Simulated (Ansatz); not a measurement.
# CH6BN: the cost of one run

Method: RKS PBE/def2-SVP, in Ansatz 0.2.0.

## (1) The structure to begin with

Bond lengths: B1–C2 1.600 Å, C2–H3 1.110 Å, C2–H4 1.110 Å, C2–H5 1.110 Å, B1–H6 1.190 Å, B1–N7 1.550 Å, N7–H8 1.060 Å, N7–H9 1.060 Å. Angles: B1–C2–H3 109.5°, B1–C2–H4 109.5°, B1–C2–H5 109.5°, H3–C2–H4 109.4°, H3–C2–H5 109.4°, H4–C2–H5 109.4°, C2–B1–H6 120.0°, C2–B1–N7 120.0°, H6–B1–N7 120.0°, B1–N7–H8 120.0°, B1–N7–H9 120.0°, H8–N7–H9 120.0°.

Coordinates:

```xyz
9

B     0.0000    0.0000    0.0000
C     0.0000    0.0000    1.6000
H    -0.9996   -0.3092    1.9705
H     0.7676   -0.7111    1.9705
H     0.2320    1.0203    1.9705
H     1.0305    0.0000   -0.5950
N    -1.3423    0.0000   -0.7750
H    -2.0112   -0.8164   -0.6764
H    -1.5914    0.8164   -1.4036
```

## (2) Preparing the start

input.yaml reads:

```yaml
crystal:
  periodic: [false, false, false]
  atoms:
    - { symbol: B, position_ang: [0.0, 0.0, 0.0] }
    - { symbol: C, position_ang: [0.0, 0.0, 1.6] }
    - { symbol: H, position_ang: [-0.9996, -0.3092, 1.9705] }
    - { symbol: H, position_ang: [0.7676, -0.7111, 1.9705] }
    - { symbol: H, position_ang: [0.232, 1.0203, 1.9705] }
    - { symbol: H, position_ang: [1.0305, 0.0, -0.595] }
    - { symbol: "N", position_ang: [-1.3423, 0.0, -0.775] }
    - { symbol: H, position_ang: [-2.0112, -0.8164, -0.6764] }
    - { symbol: H, position_ang: [-1.5914, 0.8164, -1.4036] }
basis:
  gaussian: { orbitals: def2-SVP }
hamiltonian:
  xc: pbe
relax:
  f_tol: 0.02
  max_steps: 40
output:
  orbitals: {}
```

Run with:

```console
ansatz run input.yaml --threads 1 --pin off --max-ram 2048MiB --backend cpu --events-out ev --progress --plain --runs-dir out
```

**Question.** How long does this run take on 1 thread of Arm Neoverse V2, shared host, and how much memory does it need?

About 19 s, with a peak of 0.13 GiB.
